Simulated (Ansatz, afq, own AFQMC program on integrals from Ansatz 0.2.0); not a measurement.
## P, quartet, reference energies and how methods fare

A free P atom.

Basis cc-pVDZ. Only valence electrons are correlated. AFQMC by an in-house program on the Cholesky factors that Ansatz 0.2.0 writes for its CCSD(T) run. The CISD trial takes its coefficients from CCSD amplitudes. Released means that phaseless walkers are propagated on without the constraint, phases kept. ± is one standard error of the sampling.

Best estimates are CCSD(T) at the basis-set limit (def2-TZVPP/QZVPP) plus the step from CCSD(T) to the highest rung at hand in cc-pVDZ, named in the table (released AFQMC can keep some 10 meV of bias). No zero-point, core-correlation or spin–orbit terms. Other levels are in cc-pVDZ, the functionals in def2-TZVP; a dash marks a level that is missing or breaks spin symmetry for a member.

Cautions: P⁺ (quintet): another spin lies lower; row 1: this isn't the first ionization; row 1: core correlation is missing, and it shifts such a gap most where an s electron is promoted.

```
                         process  wB97M-V (kJ/mol)
to charge +1, quintet (vertical)              1565
to charge +1, triplet (vertical)               990
```

(1) From these values, estimate the best estimates.

(1) 
```json
{"process": "to charge +1, quintet (vertical)", "best estimate (kJ/mol)": "1540", "highest rung": "FCI"}
{"process": "to charge +1, triplet (vertical)", "best estimate (kJ/mol)": "1016", "highest rung": "FCI"}
```

Errors against the best estimates in kJ/mol, in the same order:

```
        level   error, 1   error, 2
          MP2        -81        -20
      CCSD(T)        -48        -27
ph-AFQMC/CISD  -47 ± 0.1  -27 ± 0.1
  CCSD(T)/CBS         -1          0
          PBE         19         -4
       r2SCAN        -43         10
         PBE0          3          0
        B3LYP         42        -14
      wB97M-V         26        -26
       B2PLYP         15        -19
```

Cost at the first geometry (cards were shared with other jobs): PBE0/cc-pVDZ, 0.15 s on 1 thread of AMD EPYC 7R13 Processor (Zen 3), on a shared host; UCCSD(T)/cc-pVDZ, 2.6 s on 1 × NVIDIA H100 80GB HBM3 with 1 thread of AMD EPYC 7R13 Processor (Zen 3) (shared host); CCSD(T)/def2-QZVPP, 2.2 s on 1 × NVIDIA H100 80GB HBM3 with 1 thread of AMD EPYC 7R13 Processor (Zen 3) (shared host); CCSDT(Q), 3 s on 1 × NVIDIA H100 80GB HBM3 with 1 thread of AMD EPYC 7R13 Processor (Zen 3), with other jobs on the host; ph-AFQMC/CISD with release, 19 s on 1 × NVIDIA H100 80GB HBM3 with 2 threads of AMD EPYC 7R13 Processor (Zen 3), with other jobs on the host.

Best estimates are given only where the step beyond CCSD(T) is under 0.3 eV and no member's determinant is very poor (T1 over 0.05, or 0.07 for open shells, ⟨S²⟩ too high by 0.3, two states mixed), so the hardest cases are missing from such tables.

The functionals ran in a triple-zeta set and keep a basis error of their own, a few kJ/mol for each bond in atomization energies and more for double hybrids, so close places among them and the extrapolated levels can swap.

CCSDT and higher add their correlation energy to the determinant of the CCSD(T) run, since their own runs factorise the integrals more tightly (a shift of under 2 meV). Each member of a difference takes its own highest rung, so a best estimate needn't equal the limit plus the step of one row. A walk keeps the symmetry of its determinant, which the program's search chose and which needn't be the lowest solution, so a lower state of the same spin and another symmetry isn't excluded.
